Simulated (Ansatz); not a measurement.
Basis-set extrapolation for `CCC(C)C(C)C` (PBE0-D4/def2-TZVP geometry, frozen core, Ansatz 0.2.0). Multiplicity 1, RHF reference.

|  | def2-TZVPP | def2-QZVPP |
| --- | --- | --- |
| HF | -274.496249 | -274.509286 |
| MP2 correlation | -1.249873 | -1.326162 |
| CCSD(T) correlation | -1.381558 | not run |

Energies in hartree. Use E(X) = E(∞) + A·exp(−7.88·√X) for Hartree–Fock and E(X) = E(∞) + B·X^(−2.97) for correlation, with X = 3 and 4, and add CCSD(T) minus MP2 of the smaller set to the MP2 limit.

**Question.** What is the CCSD(T) energy at the basis-set limit?

**Answer.** HF limit: -274.509286 + (-0.013037) × 0.13774 = -274.51108. MP2 limit: -1.326162 + (-0.076289) × 0.74074 = -1.38267. Higher-order term: -1.381558 − (-1.249873) = -0.13169. Total: -276.02544 hartree, 4.02 eV below CCSD(T)/def2-TZVPP.
